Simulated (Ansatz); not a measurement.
# Molecular dynamics of O$_{2}$

The input (input.yaml):

```yaml
crystal:
  periodic: [false, false, false]
  atoms:
    - { symbol: O, position_ang: [0.511399, -0.165451, 0.263401] }
    - { symbol: O, position_ang: [-0.511399, 0.165451, -0.263401] }
magnetization:
  spin_polarized: true
  initial_magnetization: 2
basis:
  gaussian: { orbitals: def2-SVP }
hamiltonian:
  xc: pbe0
  dispersion: d4
md:
  timestep: 2.0
  n_steps: 250
  ensemble: nve_milne
  temperature: 1000.0
  initial_velocities: maxwell_boltzmann
  seed: 604146
```

Command:

```bash
$ ansatz run input.yaml --threads 1 --pin off --max-ram 2048MiB --backend cpu --events-out ev --progress --plain --runs-dir out
```

It goes on from the last frame of an earlier run, with new velocities.

Output, in part (one step line in 3, the closing report, with atoms numbered from 0):

```
md step     0: t =     0.00 fs  T =  1000.0 K  F+E_penalty+E_count = -4083.13445704 eV  E_kin = 0.043087 eV  conserved = -4083.09137037 eV  (23 SCF iters)
md step     3: t =     6.00 fs  T =   384.7 K  F+E_penalty+E_count = -4083.10652886 eV  E_kin = 0.016575 eV  conserved = -4083.08995418 eV  (23 SCF iters)
md step     6: t =    12.00 fs  T =   259.3 K  F+E_penalty+E_count = -4083.10177265 eV  E_kin = 0.011174 eV  conserved = -4083.09059875 eV  (24 SCF iters)
md step     9: t =    18.00 fs  T =  1111.4 K  F+E_penalty+E_count = -4083.13799828 eV  E_kin = 0.047886 eV  conserved = -4083.09011249 eV  (24 SCF iters)
md step    12: t =    24.00 fs  T =   129.1 K  F+E_penalty+E_count = -4083.09549675 eV  E_kin = 0.005563 eV  conserved = -4083.08993402 eV  (19 SCF iters)
md step    15: t =    30.00 fs  T =   607.3 K  F+E_penalty+E_count = -4083.11626173 eV  E_kin = 0.026167 eV  conserved = -4083.09009445 eV  (23 SCF iters)
md step    18: t =    36.00 fs  T =  1014.0 K  F+E_penalty+E_count = -4083.13429761 eV  E_kin = 0.043692 eV  conserved = -4083.09060583 eV  (24 SCF iters)
md step    21: t =    42.00 fs  T =     5.1 K  F+E_penalty+E_count = -4083.09027065 eV  E_kin = 0.000220 eV  conserved = -4083.09005033 eV  (25 SCF iters)
md step    24: t =    48.00 fs  T =   934.3 K  F+E_penalty+E_count = -4083.12988298 eV  E_kin = 0.040255 eV  conserved = -4083.08962823 eV  (23 SCF iters)
md step    27: t =    54.00 fs  T =   746.7 K  F+E_penalty+E_count = -4083.12291582 eV  E_kin = 0.032171 eV  conserved = -4083.09074506 eV  (24 SCF iters)
md step    30: t =    60.00 fs  T =    50.3 K  F+E_penalty+E_count = -4083.09229067 eV  E_kin = 0.002166 eV  conserved = -4083.09012480 eV  (24 SCF iters)
md step    33: t =    66.00 fs  T =  1111.1 K  F+E_penalty+E_count = -4083.13740575 eV  E_kin = 0.047874 eV  conserved = -4083.08953158 eV  (24 SCF iters)
md step    36: t =    72.00 fs  T =   404.5 K  F+E_penalty+E_count = -4083.10804101 eV  E_kin = 0.017430 eV  conserved = -4083.09061134 eV  (24 SCF iters)
md step    39: t =    78.00 fs  T =   256.7 K  F+E_penalty+E_count = -4083.10099874 eV  E_kin = 0.011061 eV  conserved = -4083.08993756 eV  (23 SCF iters)
md step    42: t =    84.00 fs  T =  1079.6 K  F+E_penalty+E_count = -4083.13630837 eV  E_kin = 0.046517 eV  conserved = -4083.08979155 eV  (23 SCF iters)
md step    45: t =    90.00 fs  T =   117.1 K  F+E_penalty+E_count = -4083.09560130 eV  E_kin = 0.005047 eV  conserved = -4083.09055424 eV  (18 SCF iters)
md step    48: t =    96.00 fs  T =   566.0 K  F+E_penalty+E_count = -4083.11392316 eV  E_kin = 0.024387 eV  conserved = -4083.08953629 eV  (24 SCF iters)
md step    51: t =   102.00 fs  T =   866.9 K  F+E_penalty+E_count = -4083.12743669 eV  E_kin = 0.037353 eV  conserved = -4083.09008323 eV  (24 SCF iters)
md step    54: t =   108.00 fs  T =     0.1 K  F+E_penalty+E_count = -4083.09073776 eV  E_kin = 0.000005 eV  conserved = -4083.09073321 eV  (23 SCF iters)
md step    57: t =   114.00 fs  T =   878.4 K  F+E_penalty+E_count = -4083.12712290 eV  E_kin = 0.037848 eV  conserved = -4083.08927498 eV  (24 SCF iters)
md step    60: t =   120.00 fs  T =   559.2 K  F+E_penalty+E_count = -4083.11422907 eV  E_kin = 0.024093 eV  conserved = -4083.09013625 eV  (23 SCF iters)
md step    63: t =   126.00 fs  T =   106.3 K  F+E_penalty+E_count = -4083.09547661 eV  E_kin = 0.004581 eV  conserved = -4083.09089572 eV  (25 SCF iters)
md step    66: t =   132.00 fs  T =  1083.3 K  F+E_penalty+E_count = -4083.13614670 eV  E_kin = 0.046674 eV  conserved = -4083.08947227 eV  (24 SCF iters)
md step    69: t =   138.00 fs  T =   259.3 K  F+E_penalty+E_count = -4083.10117553 eV  E_kin = 0.011174 eV  conserved = -4083.09000194 eV  (24 SCF iters)
md step    72: t =   144.00 fs  T =   397.3 K  F+E_penalty+E_count = -4083.10780891 eV  E_kin = 0.017116 eV  conserved = -4083.09069253 eV  (24 SCF iters)
md step    75: t =   150.00 fs  T =  1101.3 K  F+E_penalty+E_count = -4083.13750328 eV  E_kin = 0.047449 eV  conserved = -4083.09005407 eV  (23 SCF iters)
md step    78: t =   156.00 fs  T =    55.2 K  F+E_penalty+E_count = -4083.09230314 eV  E_kin = 0.002378 eV  conserved = -4083.08992556 eV  (19 SCF iters)
md step    81: t =   162.00 fs  T =   754.6 K  F+E_penalty+E_count = -4083.12264407 eV  E_kin = 0.032515 eV  conserved = -4083.09012898 eV  (23 SCF iters)
md step    84: t =   168.00 fs  T =   919.3 K  F+E_penalty+E_count = -4083.13021236 eV  E_kin = 0.039610 eV  conserved = -4083.09060196 eV  (24 SCF iters)
md step    87: t =   174.00 fs  T =     3.2 K  F+E_penalty+E_count = -4083.09015261 eV  E_kin = 0.000140 eV  conserved = -4083.09001294 eV  (24 SCF iters)
md step    90: t =   180.00 fs  T =  1033.2 K  F+E_penalty+E_count = -4083.13411080 eV  E_kin = 0.044516 eV  conserved = -4083.08959477 eV  (23 SCF iters)
md step    93: t =   186.00 fs  T =   600.6 K  F+E_penalty+E_count = -4083.11665438 eV  E_kin = 0.025879 eV  conserved = -4083.09077541 eV  (24 SCF iters)
md step    96: t =   192.00 fs  T =   120.7 K  F+E_penalty+E_count = -4083.09529847 eV  E_kin = 0.005199 eV  conserved = -4083.09009907 eV  (24 SCF iters)
md step    99: t =   198.00 fs  T =  1127.1 K  F+E_penalty+E_count = -4083.13801516 eV  E_kin = 0.048564 eV  conserved = -4083.08945154 eV  (23 SCF iters)
md step   102: t =   204.00 fs  T =   263.8 K  F+E_penalty+E_count = -4083.10201534 eV  E_kin = 0.011365 eV  conserved = -4083.09065074 eV  (24 SCF iters)
md step   105: t =   210.00 fs  T =   378.5 K  F+E_penalty+E_count = -4083.10628549 eV  E_kin = 0.016309 eV  conserved = -4083.08997685 eV  (24 SCF iters)
md step   108: t =   216.00 fs  T =  1012.6 K  F+E_penalty+E_count = -4083.13331350 eV  E_kin = 0.043631 eV  conserved = -4083.08968202 eV  (24 SCF iters)
md step   111: t =   222.00 fs  T =    39.5 K  F+E_penalty+E_count = -4083.09226095 eV  E_kin = 0.001700 eV  conserved = -4083.09056057 eV  (23 SCF iters)
md step   114: t =   228.00 fs  T =   700.9 K  F+E_penalty+E_count = -4083.11988947 eV  E_kin = 0.030201 eV  conserved = -4083.08968877 eV  (24 SCF iters)
md step   117: t =   234.00 fs  T =   745.6 K  F+E_penalty+E_count = -4083.12209616 eV  E_kin = 0.032125 eV  conserved = -4083.08997164 eV  (23 SCF iters)
md step   120: t =   240.00 fs  T =    19.3 K  F+E_penalty+E_count = -4083.09148689 eV  E_kin = 0.000830 eV  conserved = -4083.09065666 eV  (23 SCF iters)
md step   123: t =   246.00 fs  T =   981.2 K  F+E_penalty+E_count = -4083.13179641 eV  E_kin = 0.042276 eV  conserved = -4083.08952003 eV  (24 SCF iters)
md step   126: t =   252.00 fs  T =   425.6 K  F+E_penalty+E_count = -4083.10841214 eV  E_kin = 0.018339 eV  conserved = -4083.09007314 eV  (23 SCF iters)
md step   129: t =   258.00 fs  T =   215.0 K  F+E_penalty+E_count = -4083.10000810 eV  E_kin = 0.009265 eV  conserved = -4083.09074328 eV  (24 SCF iters)
md step   132: t =   264.00 fs  T =  1116.7 K  F+E_penalty+E_count = -4083.13780324 eV  E_kin = 0.048115 eV  conserved = -4083.08968867 eV  (23 SCF iters)
md step   135: t =   270.00 fs  T =   155.2 K  F+E_penalty+E_count = -4083.09669187 eV  E_kin = 0.006685 eV  conserved = -4083.09000690 eV  (19 SCF iters)
md step   138: t =   276.00 fs  T =   549.1 K  F+E_penalty+E_count = -4083.11422540 eV  E_kin = 0.023659 eV  conserved = -4083.09056668 eV  (24 SCF iters)
md step   141: t =   282.00 fs  T =  1050.5 K  F+E_penalty+E_count = -4083.13537291 eV  E_kin = 0.045263 eV  conserved = -4083.09010962 eV  (24 SCF iters)
md step   144: t =   288.00 fs  T =    11.6 K  F+E_penalty+E_count = -4083.09043448 eV  E_kin = 0.000501 eV  conserved = -4083.08993335 eV  (25 SCF iters)
md step   147: t =   294.00 fs  T =   885.9 K  F+E_penalty+E_count = -4083.12832535 eV  E_kin = 0.038170 eV  conserved = -4083.09015557 eV  (22 SCF iters)
md step   150: t =   300.00 fs  T =   799.6 K  F+E_penalty+E_count = -4083.12494735 eV  E_kin = 0.034452 eV  conserved = -4083.09049492 eV  (24 SCF iters)
md step   153: t =   306.00 fs  T =    34.8 K  F+E_penalty+E_count = -4083.09141548 eV  E_kin = 0.001499 eV  conserved = -4083.08991687 eV  (24 SCF iters)
md step   156: t =   312.00 fs  T =  1092.8 K  F+E_penalty+E_count = -4083.13687429 eV  E_kin = 0.047084 eV  conserved = -4083.08979005 eV  (23 SCF iters)
md step   159: t =   318.00 fs  T =   454.4 K  F+E_penalty+E_count = -4083.11023603 eV  E_kin = 0.019580 eV  conserved = -4083.09065644 eV  (24 SCF iters)
md step   162: t =   324.00 fs  T =   220.0 K  F+E_penalty+E_count = -4083.09936318 eV  E_kin = 0.009480 eV  conserved = -4083.08988362 eV  (23 SCF iters)
md step   165: t =   330.00 fs  T =  1097.7 K  F+E_penalty+E_count = -4083.13697344 eV  E_kin = 0.047294 eV  conserved = -4083.08967924 eV  (23 SCF iters)
md step   168: t =   336.00 fs  T =   147.7 K  F+E_penalty+E_count = -4083.09701393 eV  E_kin = 0.006364 eV  conserved = -4083.09065042 eV  (18 SCF iters)
md step   171: t =   342.00 fs  T =   515.5 K  F+E_penalty+E_count = -4083.11200153 eV  E_kin = 0.022212 eV  conserved = -4083.08978994 eV  (25 SCF iters)
md step   174: t =   348.00 fs  T =   911.8 K  F+E_penalty+E_count = -4083.12905860 eV  E_kin = 0.039285 eV  conserved = -4083.08977394 eV  (23 SCF iters)
md step   177: t =   354.00 fs  T =     2.8 K  F+E_penalty+E_count = -4083.09073967 eV  E_kin = 0.000121 eV  conserved = -4083.09061839 eV  (23 SCF iters)
md step   180: t =   360.00 fs  T =   829.5 K  F+E_penalty+E_count = -4083.12548299 eV  E_kin = 0.035742 eV  conserved = -4083.08974091 eV  (24 SCF iters)
md step   183: t =   366.00 fs  T =   611.9 K  F+E_penalty+E_count = -4083.11626538 eV  E_kin = 0.026366 eV  conserved = -4083.08989962 eV  (23 SCF iters)
md step   186: t =   372.00 fs  T =    81.4 K  F+E_penalty+E_count = -4083.09407940 eV  E_kin = 0.003507 eV  conserved = -4083.09057279 eV  (24 SCF iters)
md step   189: t =   378.00 fs  T =  1055.0 K  F+E_penalty+E_count = -4083.13532396 eV  E_kin = 0.045454 eV  conserved = -4083.08986951 eV  (23 SCF iters)
md step   192: t =   384.00 fs  T =   301.7 K  F+E_penalty+E_count = -4083.10296953 eV  E_kin = 0.012998 eV  conserved = -4083.08997186 eV  (23 SCF iters)
md step   195: t =   390.00 fs  T =   353.1 K  F+E_penalty+E_count = -4083.10563415 eV  E_kin = 0.015212 eV  conserved = -4083.09042195 eV  (23 SCF iters)
md step   198: t =   396.00 fs  T =  1106.9 K  F+E_penalty+E_count = -4083.13783717 eV  E_kin = 0.047693 eV  conserved = -4083.09014457 eV  (24 SCF iters)
md step   201: t =   402.00 fs  T =    76.1 K  F+E_penalty+E_count = -4083.09328693 eV  E_kin = 0.003280 eV  conserved = -4083.09000704 eV  (19 SCF iters)
md step   204: t =   408.00 fs  T =   706.0 K  F+E_penalty+E_count = -4083.12058018 eV  E_kin = 0.030419 eV  conserved = -4083.09016138 eV  (23 SCF iters)
md step   207: t =   414.00 fs  T =   958.4 K  F+E_penalty+E_count = -4083.13168401 eV  E_kin = 0.041294 eV  conserved = -4083.09039009 eV  (24 SCF iters)
md step   210: t =   420.00 fs  T =     0.3 K  F+E_penalty+E_count = -4083.09001310 eV  E_kin = 0.000014 eV  conserved = -4083.08999914 eV  (24 SCF iters)
md step   213: t =   426.00 fs  T =   997.1 K  F+E_penalty+E_count = -4083.13290206 eV  E_kin = 0.042960 eV  conserved = -4083.08994161 eV  (24 SCF iters)
md step   216: t =   432.00 fs  T =   657.0 K  F+E_penalty+E_count = -4083.11880832 eV  E_kin = 0.028307 eV  conserved = -4083.09050134 eV  (22 SCF iters)
md step   219: t =   438.00 fs  T =    97.4 K  F+E_penalty+E_count = -4083.09407585 eV  E_kin = 0.004198 eV  conserved = -4083.08987743 eV  (24 SCF iters)
md step   222: t =   444.00 fs  T =  1116.5 K  F+E_penalty+E_count = -4083.13800239 eV  E_kin = 0.048107 eV  conserved = -4083.08989497 eV  (23 SCF iters)
md step   225: t =   450.00 fs  T =   313.2 K  F+E_penalty+E_count = -4083.10405349 eV  E_kin = 0.013494 eV  conserved = -4083.09055933 eV  (24 SCF iters)
md step   228: t =   456.00 fs  T =   341.8 K  F+E_penalty+E_count = -4083.10436416 eV  E_kin = 0.014727 eV  conserved = -4083.08963696 eV  (23 SCF iters)
md step   231: t =   462.00 fs  T =  1031.1 K  F+E_penalty+E_count = -4083.13439495 eV  E_kin = 0.044427 eV  conserved = -4083.08996766 eV  (23 SCF iters)
md step   234: t =   468.00 fs  T =    61.9 K  F+E_penalty+E_count = -4083.09333956 eV  E_kin = 0.002667 eV  conserved = -4083.09067228 eV  (24 SCF iters)
md step   237: t =   474.00 fs  T =   659.9 K  F+E_penalty+E_count = -4083.11788535 eV  E_kin = 0.028431 eV  conserved = -4083.08945445 eV  (23 SCF iters)
md step   240: t =   480.00 fs  T =   785.7 K  F+E_penalty+E_count = -4083.12385125 eV  E_kin = 0.033853 eV  conserved = -4083.08999807 eV  (23 SCF iters)
md step   243: t =   486.00 fs  T =     8.3 K  F+E_penalty+E_count = -4083.09111853 eV  E_kin = 0.000357 eV  conserved = -4083.09076196 eV  (22 SCF iters)
md step   246: t =   492.00 fs  T =   946.9 K  F+E_penalty+E_count = -4083.13037044 eV  E_kin = 0.040798 eV  conserved = -4083.08957245 eV  (23 SCF iters)
md step   249: t =   498.00 fs  T =   472.0 K  F+E_penalty+E_count = -4083.11028274 eV  E_kin = 0.020339 eV  conserved = -4083.08994387 eV  (23 SCF iters)
md step   250: t =   500.00 fs  T =  1069.1 K  F+E_penalty+E_count = -4083.13574256 eV  E_kin = 0.046064 eV  conserved = -4083.08967845 eV  (25 SCF iters)
Total energy: -4083.13574847 eV, -150.0524711074 hartree
Atom 0 at     0.510634    -0.165203     0.263007 Å, force    -0.546246     0.176725    -0.281349 eV/Å
Atom 1 at    -0.510634     0.165203    -0.263007 Å, force     0.546246    -0.176725     0.281349 eV/Å
Dipole moment:    -0.000000     0.000000    -0.000000 e Å
```

The run went to its last step. The conserved energy stayed within 1.5 meV per atom of its start (net change 0.85 meV per atom), so the integration is sound. The temperature averaged 0.55 of the 1000 K drawn at the start: a run that starts near a minimum puts about half its kinetic energy into the potential. A run of 0.5 ps of so small a system gives no equilibrium averages.

The same pairs are bonded in the first frame and the last. Pairs count as bonded within 1.25 times the sum of covalent radii (0.12 Å more for H–H).

Last frame:

```xyz
2
Properties=species:S:1:pos:R:3
O 0.511 -0.165 0.263
O -0.511 0.165 -0.263
```

Run time: 93 s on 1 thread of Arm Neoverse V1, on a shared host, peak memory 0.08 GiB.
